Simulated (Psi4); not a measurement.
# NClO (nitrosyl chloride): B2PLYP/cc-pVTZ (density fitting for correlation)

What is the energy change on altering one bond length of NClO (nitrosyl chloride) at B2PLYP/cc-pVTZ (density fitting for correlation)? 

Program for the calculation: Psi4 1.11.

1 further run of the same task is left out (it didn't finish).

## Step 1: The system as given

NClO has 3 atoms, charge 0, and is taken as a singlet. As SMILES, `O=NCl`. The coordinates come from a PBE0-D4/def2-TZVP relaxation.

Bond lengths: O1–N2 1.127 Å, N2–Cl3 1.944 Å. Angles: O1–N2–Cl3 113.9°.

## Step 2: The energy at B2PLYP/cc-pVTZ (density fitting for correlation)

clno.json

```json
{
  "schema_name": "qcschema_input",
  "schema_version": 1,
  "molecule": {
    "schema_name": "qcschema_molecule",
    "schema_version": 2,
    "symbols": ["O", "N", "Cl"],
    "geometry": [1.8898773, -0.63935104, 0.97109246, 0.09836024, -1.1329853, -0.06772778, -1.98823755, 1.77237413, -0.90336468],
    "molecular_charge": 0,
    "molecular_multiplicity": 1,
    "fix_symmetry": "c1",
    "fix_com": true,
    "fix_orientation": true
  },
  "driver": "energy",
  "model": {
    "method": "b2plyp",
    "basis": "cc-pVTZ"
  },
  "keywords": {
    "puream": true,
    "e_convergence": 1e-09,
    "d_convergence": 1e-08,
    "scf_type": "pk",
    "dft_radial_points": 99,
    "dft_spherical_points": 590,
    "num_frozen_docc": 7
  }
}
```

The run is started by

```sh
psi4 --qcschema clno.json -n 1 --memory 2200MB
```

stdout, shortened:

```text
[...]
  Running in c1 symmetry.
[...]
  Nuclear repulsion =   86.249462504847060
[...]
  Multiplicity = 1
[...]
  Nalpha       = 16
  Nbeta        = 16
[...]
    Number of basis functions: 94
[...]
   @RKS iter   1:  -589.68773162584387   -4.20065e-01   3.68195e-03 ADIIS/DIIS
[...]
   @RKS iter  12:  -589.73549340469935   -4.77485e-12   7.14965e-09 DIIS
[...]
    Orbital Energies [Eh]
    ---------------------
    Doubly Occupied:
       1A   -102.925580     2A    -19.911283     3A    -15.094002
       4A     -9.913987     5A     -7.553473     6A     -7.548489
       7A     -7.547683     8A     -1.474196     9A     -0.950558
      10A     -0.814902    11A     -0.657904    12A     -0.639992
      13A     -0.639286    14A     -0.380297    15A     -0.377125
      16A     -0.356693
[...]
  @RKS Final Energy:  -589.73549340469935
   => Energetics <=
    Nuclear Repulsion Energy =             86.2494625048470596
    One-Electron Energy =                -983.5166563845052679
    Two-Electron Energy =                 328.3348034299825144
    DFT Exchange-Correlation Energy =     -20.8031029550236966
    Empirical Dispersion Energy =           0.0000000000000000
    VV10 Nonlocal Energy =                  0.0000000000000000
    Total Energy =                       -589.7354934046994686
[...]
 Multipole Moments:
 ------------------------------------------------------------------------------------
     Multipole            Electronic (a.u.)      Nuclear  (a.u.)        Total (a.u.)
 ------------------------------------------------------------------------------------
 L = 1.  Multiply by 2.5417464519 to convert [e a0] to [Debye]
 Dipole X            :         18.4851968          -17.9924983            0.4926985
 Dipole Y            :        -17.5724400           17.0846548           -0.4877852
 Dipole Z            :          8.2811894           -8.0625543            0.2186350
 Magnitude           :                                                    0.7269715
[...]
```

The result, in JSON:

```text
{
 "driver": "energy",
 "model": {
  "method": "b2plyp",
  "basis": "cc-pVTZ"
 },
 "success": true,
 "return_result": -589.948582922468,
 "properties": {
  "calcinfo_nbasis": 94,
  "calcinfo_nmo": 94,
  "calcinfo_nalpha": 16,
  "calcinfo_nbeta": 16,
  "calcinfo_natom": 3,
  "nuclear_repulsion_energy": 86.24946250484706,
  "return_energy": -589.948582922468,
  "scf_one_electron_energy": -983.5166563845053,
  "scf_two_electron_energy": 328.3348034299825,
  "scf_xc_energy": -20.803102955023697,
  "scf_dipole_moment": [0.49269852890333254, -0.4877852282499866, 0.21863504101086484],
  "scf_total_energy": -589.7354934046994,
  "scf_iterations": 12
 }
}
```

Wall time 23 s (1 thread of Intel Xeon at 2.50GHz (Skylake/Cascade Lake), shared host); peak memory 0.96 GiB.

## Step 3: The distorted shape at the same level

job.in

```
memory 2.2 GB

molecule m {
  0 1
  O      2.325071    -2.183235     1.044510
  N      1.377041    -2.444455     0.494790
  Cl    -1.052130     0.937900    -0.478040
  symmetry c1
  no_reorient
  no_com
}

set basis cc-pVTZ
set reference rks
set puream true
set e_convergence 1e-09
set d_convergence 1e-08
set scf_type pk
set dft_radial_points 99
set dft_spherical_points 590
set num_frozen_docc 7

energy_value = energy('b2plyp')
```

The run is started by

```sh
psi4 -n 1 job.in job.out
```

job.out, shortened:

```text
[...]
  Running in c1 symmetry.
[...]
  Nuclear repulsion =   55.886660758860543
[...]
  Multiplicity = 1
[...]
  Nalpha       = 16
  Nbeta        = 16
[...]
    Number of basis functions: 94
[...]
   @RKS iter   1:  -589.45741284125529   -4.90929e-01   4.80952e-03 ADIIS/DIIS
[...]
   @RKS iter  36:  -589.62547827821038   -6.02540e-12   7.75276e-09 DIIS
[...]
    Orbital Energies [Eh]
    ---------------------
    Doubly Occupied:
       1A   -102.842797     2A    -20.052332     3A    -15.183129
       4A     -9.830378     5A     -7.470075     6A     -7.464615
       7A     -7.464614     8A     -1.576875     9A     -0.929402
      10A     -0.810099    11A     -0.742686    12A     -0.735578
      13A     -0.718270    14A     -0.296443    15A     -0.296442
      16A     -0.270594
[...]
  @RKS Final Energy:  -589.62547827821038
   => Energetics <=
    Nuclear Repulsion Energy =             55.8866607588605433
    One-Electron Energy =                -922.8188820235275216
    Two-Electron Energy =                 298.0411216726750467
    DFT Exchange-Correlation Energy =     -20.7343786862184913
    Empirical Dispersion Energy =           0.0000000000000000
    VV10 Nonlocal Energy =                  0.0000000000000000
    Total Energy =                       -589.6254782782103803
[...]
 Multipole Moments:
 ------------------------------------------------------------------------------------
     Multipole            Electronic (a.u.)      Nuclear  (a.u.)        Total (a.u.)
 ------------------------------------------------------------------------------------
 L = 1.  Multiply by 2.5417464519 to convert [e a0] to [Debye]
 Dipole X            :        -17.1004562           19.5655535            2.4650972
 Dipole Y            :         32.3621585          -35.2108228           -2.8486643
 Dipole Z            :         -5.9286334            6.9786263            1.0499929
 Magnitude           :                                                    3.9107643
[...]
```

It took 27 s on 1 thread of Intel Xeon at 2.50GHz (Skylake/Cascade Lake), shared host; peak memory 0.86 GiB.

## Step 4: Results

Level: B2PLYP/cc-pVTZ (density fitting for correlation), 7 core orbitals frozen.

```
                                                          quantity          value
                                         first shape: total energy  -589.94858 Eh
                    first shape: HOMO energy (SCF part's orbitals)       -9.71 eV
                    first shape: LUMO energy (SCF part's orbitals)       -1.83 eV
                  first shape: HOMO–LUMO gap (SCF part's orbitals)        7.88 eV
                                     distorted shape: total energy  -589.88440 Eh
                distorted shape: HOMO energy (SCF part's orbitals)       -7.36 eV
                distorted shape: LUMO energy (SCF part's orbitals)       -5.34 eV
              distorted shape: HOMO–LUMO gap (SCF part's orbitals)        2.02 eV
energy change with the N2–Cl3 bond stretched from 1.944 to 4.276 Å       1.746 eV
```

What this shows: One bond (distorted shape) is far stretched, which a spin-restricted single reference describes badly; perturbation theory on it can break down and give far too much correlation. With the N2–Cl3 bond stretched from 1.944 to 4.276 Å the energy rises by 1.75 eV (169 kJ/mol). The first shape isn't relaxed at this level, so the change isn't measured from a minimum. A restricted reference can't describe the breaking bond well at this length.
